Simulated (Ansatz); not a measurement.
α-quartz (SiO2), treated with r²SCAN-D4 (Ansatz, a first-principles code, plane waves, PAW).

Run with plane-wave cutoff 560 eV, 12×12×6 k mesh (along the axes of the cell as run), Fermi–Dirac smearing 0.01 eV, scalar-relativistic PAW data made under PBE.

Energies at three volumes about the minimum:

```tsv
V (Å³/atom)	E − E_lowest (meV/atom)
12.129	0.63
12.376	0.00
12.624	0.59
```

Problem. Fit a parabola by hand: where is the minimum, and what is the bulk modulus?

Solution. Slopes: (0.00 − 0.63)/(12.376 − 12.129) = -2.551 and (0.59 − 0.00)/(12.624 − 12.376) = 2.379 meV/Å³. Curvature E″ = 2 × (2.379 − (-2.551))/(12.624 − 12.129) = 19.919 meV/Å⁶. From the middle of the first interval, the slope vanishes at V0 = 12.2525 − (-2.551)/19.919 = 12.381 Å³/atom. B = V0 E″ = 12.381 × 19.919 meV/Å³ × 0.1602 GPa per meV/Å³ = 39.5 GPa. The full Birch–Murnaghan fit to all volumes gives V0 = 12.373 Å³/atom and B0 = 39.3 GPa.

Shape and atoms are relaxed at each volume.

Measured, for comparison: bulk modulus 37.1 ± 0.09 GPa (room temperature, no zero-point or thermal correction, equation of state from high-pressure X-ray diffraction; as tabulated in Angel, Allan, Miletich, Finger, J. Appl. Cryst. 30, 461 (1997)). Computed (rounded) less measured: bulk modulus +6 %. A static lattice is as a rule a little smaller and stiffer than an uncorrected measurement, which narrows the difference in the bulk modulus and would widen misses of the other sign.

Note: the bulk modulus comes from volumes at which shape and atoms were relaxed.
